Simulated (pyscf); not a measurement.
PySCF, gas phase, ωB97X-D3(BJ)/def2-SVP geometries. Correlated levels are frozen-core, on RHF or UHF. ΔMP2 is the change of the MP2 total energy from the triple- to the quadruple-zeta basis.

**Question.** How much does it cost (ΔH, 298 K, CCSD(T)/def2-TZVPP + ΔMP2(QZVPP)) to split AuH (SMILES [AuH]) at its Au–H bond into Au• + H•?

**Answer.** Au–H to Au• + H•: 3.14 eV. The CCSD(T) − MP2 part came from Ansatz, without density fitting, on the same reference. The frozen core leaves the outer d or s,p core shells of the metals and heavy elements correlated in the MP2 and CC values, and def2-TZVPP describes them poorly, which can shift differences by a few kcal/mol. Open-shell species with a d-block atom are single-reference here; other states, and whether the spin sits on metal or ligand, were not checked. Elements past Kr carry the def2 core potentials, without spin-orbit coupling.
